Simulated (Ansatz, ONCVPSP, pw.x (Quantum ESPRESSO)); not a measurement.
**From atom to crystal: ONCV potential for aluminium**

* Element: aluminium (Al)
* Generator: ONCVPSP 4.0.1.1 (patched build)
* Type: optimised norm-conserving Vanderbilt (ONCV)
* Functional: PBEsol
* Relativity: scalar-relativistic
* Frozen core: [Ne]
* Valence charge: 3
* Reference configuration: 3s2 3p1
* Partial waves: 3s: rc 2.00 bohr, ncon 3, nbas 7, qcut 4.1 1/bohr, 3 projectors, debl 1.7 Ha; 3p: rc 2.00 bohr, ncon 5, nbas 9, qcut 4.9 1/bohr, 1 projector; d scattering state at 0.25 Ha: rc 1.75 bohr, ncon 3, nbas 6, qcut 4.8 1/bohr, 2 projectors, debl 2.3 Ha
* Local potential: polynomial inside 1.30 bohr (lpopt 4, dvloc0 0 Ha)
* Core correction: none

Crystal test: diamond Al in pw.x 7.5, no spin, 8³ k-points, Fermi–Dirac smearing 0.01 Ry, cutoffs 35/140 Ry. The reference is all-electron LAPW (Ansatz 0.2.0) with the same functional, mesh and smearing; V0 and B0 come from Birch–Murnaghan fits to the pressures at five volumes. Errors are pseudo minus all-electron; Δ is the rms difference of the E(V) curves that follow from these fits, minima aligned, over ±6 % about the mean V0. Mesh and smearing are coarse, so the numbers serve the comparison and aren't converged zero-temperature values; the lattice is a test structure that the element need not adopt.

All-electron: a0 = 5.998 Å (V0 = 26.97 Å³/atom), B0 = 39.5 GPa.

Question: How far does the potential miss the all-electron equation of state?

Answer: mean pressure error (GPa): -0.06; a0 (Å): 5.995; a0 error (%): -0.04; B0 error (%): -1.1; Δ (meV/atom): 0.3.

```csv
V (Å³/atom),P all-electron (GPa),P pseudo (GPa)
25.621,2.26,2.17
26.295,1.06,0.99
26.969,0.01,-0.04
27.643,-0.92,-0.96
28.317,-1.74,-1.76
```

Question: At the middle volume, how do free energy and pressure move when the wave cutoff is lowered (ecutrho kept at four times it)?

Answer:

| cutoff (Ry) | shift of F (meV/atom) | shift of P (GPa) |
| --- | --- | --- |
| 16 | +6.1 | -0.09 |
| 21 | +2.2 | -0.02 |
| 28 | +0.1 | -0.00 |

Input at the middle volume:

```
&control
  calculation='scf', prefix='x', pseudo_dir='./', outdir='./tmp', tstress=.true., disk_io='none'
/
&system
  ibrav=0, nat=2, ntyp=1, ecutwfc=35, ecutrho=140, nbnd=10,
  occupations='smearing', smearing='fd', degauss=0.01
/
&electrons
  conv_thr=1e-09, mixing_beta=0.4, electron_maxstep=70
/
ATOMIC_SPECIES
Al 1.0 Al.UPF
CELL_PARAMETERS angstrom
  0.00000000 2.99885141 2.99885141
  2.99885141 0.00000000 2.99885141
  2.99885141 2.99885141 0.00000000
ATOMIC_POSITIONS crystal
Al 0.0000 0.0000 0.0000
Al 0.2500 0.2500 0.2500
K_POINTS automatic
8 8 8 0 0 0
```

```bash
pw.x < Al.scf.in > Al.scf.out
```

Lines of the output:

```
Message from routine setup:
     using ibrav=0 with symmetry is DISCOURAGED, use correct ibrav instead
     lattice parameter (alat)  =       8.0144  a.u.
     unit-cell volume          =     363.9917 (a.u.)^3
     number of electrons       =         6.00
     number of Kohn-Sham states=           10
     kinetic-energy cutoff     =      35.0000  Ry
     charge density cutoff     =     140.0000  Ry
     scf convergence threshold =      1.0E-09
     Exchange-correlation= PBESOL
     number of k points=    29  Fermi-Dirac smearing, width (Ry)=  0.0100
     iteration #  1     ecut=    35.00 Ry     beta= 0.40
     total energy              =      -8.20957415 Ry
     estimated scf accuracy    <       0.00841669 Ry
     iteration #  2     ecut=    35.00 Ry     beta= 0.40
     total energy              =      -8.20971944 Ry
     estimated scf accuracy    <       0.00288894 Ry
     iteration #  3     ecut=    35.00 Ry     beta= 0.40
     total energy              =      -8.20976485 Ry
     estimated scf accuracy    <       0.00002080 Ry
     iteration #  4     ecut=    35.00 Ry     beta= 0.40
     c_bands:  1 eigenvalues not converged
     total energy              =      -8.20976859 Ry
     estimated scf accuracy    <       0.00000061 Ry
     iteration #  5     ecut=    35.00 Ry     beta= 0.40
     total energy              =      -8.20976874 Ry
     estimated scf accuracy    <          2.9E-09 Ry
     iteration #  6     ecut=    35.00 Ry     beta= 0.40
     total energy              =      -8.20976875 Ry
     estimated scf accuracy    <          9.6E-09 Ry
     iteration #  7     ecut=    35.00 Ry     beta= 0.40
     the Fermi energy is     2.8387 ev
!    total energy              =      -8.20976875 Ry
     estimated scf accuracy    <          2.4E-12 Ry
     smearing contrib. (-TS)   =      -0.00680256 Ry
     The total energy is F=E-TS. E is the sum of the following terms:
     one-electron contribution =       2.89004229 Ry
     hartree contribution      =       0.38908840 Ry
     xc contribution           =      -2.92710915 Ry
     ewald contribution        =      -8.55498773 Ry
     convergence has been achieved in   7 iterations
          total   stress  (Ry/bohr**3)                   (kbar)     P=       -0.44
     Message from routine punch:
     Nothing written, as per user request (disk_io='none')
```

The run at the middle volume (29 k-points, 7 iterations) took about 6.9 s on one core of a shared host (Neoverse-N1, 64 threads, 124 GiB, load 57).
